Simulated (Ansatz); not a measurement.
## Heat of formation of C3HN (cyanoacetylene) from total energies

C3HN has 5 atoms, charge 0, and is taken as a singlet. SMILES: `C#CC#N`. Geometry: relaxed at PBE0-D4/def2-TZVP.

```xyz
5

C    -0.1378    1.2530    0.1488
C    -0.0003    0.0689    0.0021
C     0.1575   -1.2806   -0.1650
N     0.2911   -2.4184   -0.3056
H    -0.2606    2.3035    0.2783
```

Total energies at HF/def2-SVPD (Ansatz 0.2.0); the atoms run unrestricted:

| species | state | energy (Eh) |
| --- | --- | --- |
| C3HN | singlet | -168.419421 |
| C | triplet | -37.646258 |
| N | quartet | -54.337261 |
| H | doublet | -0.499278 |

Harmonic wavenumbers at r2SCAN/def2-TZVP, in cm⁻¹: 241, 241, 546, 546, 679, 679, 912, 2156, 2343, 3469.

Measured heats of formation of the gaseous atoms at 298.15 K, in kJ/mol: C 716.9, N 472.4, H 218.0. Take 1 Eh = 2625.50 kJ/mol, 1 cm⁻¹ = 0.0119627 kJ/mol, RT = 2.479 kJ/mol.

Q: Work out the heat of formation of the gas at 298 K.

A: 
1. Electronic atomisation energy: 3 × (-37.646258) + (-54.337261) + (-0.499278) − (-168.419421) = 0.644108 Eh = 1691.1 kJ/mol.
2. Zero-point energy: half the sum of the wavenumbers, 5906 cm⁻¹ = 70.7 kJ/mol.
3. Thermal vibrational enthalpy, Σ hcν̃/(exp(hcν̃/kT) − 1): 4.4 kJ/mol. Translation, rotation and pV of a linear molecule: 3.5 RT = 8.7 kJ/mol.
4. The 5 free atoms carry 5/2 RT each: 31.0 kJ/mol.
5. Spin-orbit coupling lowers the free atoms by 3 × 0.02 = 0.1 kJ/mol.
6. Atomisation enthalpy at 298 K: 1691.1 − 0.1 − 70.7 − 4.4 − 8.7 + 31.0 = 1638.2 kJ/mol.
7. Sum of the atoms' heats of formation: 2841.1 kJ/mol. Heat of formation: 2841.1 − 1638.2 = +1202.9 kJ/mol.

No measured value is set beside it here. Hartree–Fock leaves out correlation, which is larger in the molecule than in the atoms, so it underbinds and puts the heat of formation too high. Anharmonicity and any spin-orbit splitting of the molecule are left out.
